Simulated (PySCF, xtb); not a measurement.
ammonia (H3N), SMILES N.

GFN2-xTB in xtb 6.7.1 at its own geometry gives an orbital gap of 12.23 eV and a dipole moment of 1.78 D.

The structure is a stationary point at PBE0-D3(BJ)/def2-TZVPD.

Task: What does PySCF with ωB97X/def2-TZVPD give? (The exact figures need the calculation; the answer reports its results.)

Result: gap 12.47 eV (levels -10.28 and 2.19 eV), dipole 1.56 D.
